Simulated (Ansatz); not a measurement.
H3S⁺, singlet: the ladder up to full CI

Geometry: that of the H3S⁺, triplet, kept fixed.

```
atom   x (Å)    y (Å)    z (Å)
   S  0.0000  -0.0391   0.0000
   H  0.0000   1.3184   0.0000
   H  0.0000  -0.0372   1.5201
   H  0.0000  -0.0372  -1.5201
```

Basis 6-31G; Ansatz 0.2.0. Only valence electrons are correlated (noble-gas cores frozen), which leaves 8 electrons in 14 orbitals. R marks a restricted (for open shells ROHF) determinant. Active spaces: valence = (8e, 7o) chosen from the atoms' valence shells.

Full CI is exact within this basis and frozen core; it isn't the basis-set limit.

- UHF ⟨S²⟩: 0.000
- T1 diagnostic (RCCSD): 0.0123
- largest doubles amplitude (RCCSD): 0.122

| level | E − E(full CI) (meV) | share of correlation (%) | wall time |
| --- | --- | --- | --- |
| RHF | 2440 | 0.00 | – |
| RMP2 | 585 | 76.01 | – |
| CISD | 127 | 94.79 | 0.15 s |
| RCCSD | 35 | 98.55 | – |
| RCCSD(T) | 9 | 99.63 | 0.21 s |
| BCCD(T) | 9 | 99.62 | 0.21 s |
| RCCSDT | 2 | 99.93 | – |
| CISDTQ | 3 | 99.88 | 0.75 s |
| RCCSDT(Q) | 0 | 99.99 | 0.45 s |
| RCCSDTQ | 0 | 100.00 | 1.6 s |
| CASSCF (valence space) | 728 | 70.18 | – |
| NEVPT2 (valence space) | 167 | 93.16 | 0.39 s |
| MRCISD (valence space) | 17 | 99.30 | – |
| MRCISD+Q (valence space) | 6 | 99.74 | 0.81 s |
| MRCISD+Q(relaxed) (valence space) | 1 | 99.97 | 0.99 s |

The correlation energy at full CI, counted from RHF, is -2.440 eV. That run took 1.8 s on 1 thread of Arm Neoverse V1, shared host over 254,561 determinants.

Times hold each run's SCF and search for its determinant on a shared host, so for small cases they say little of a method's own cost; they ran on 1 thread of Arm Neoverse V1. Some runs computed forces too.

The full-CI state has the irrep A1 of C2v, in the program's axes.

Natural occupations of full CI about the gap: 1.984 1.982 1.954 1.944 0.062 0.030 0.022 0.011 0.004 0.003; effectively unpaired electrons, Σ n²(2−n)², 0.04.
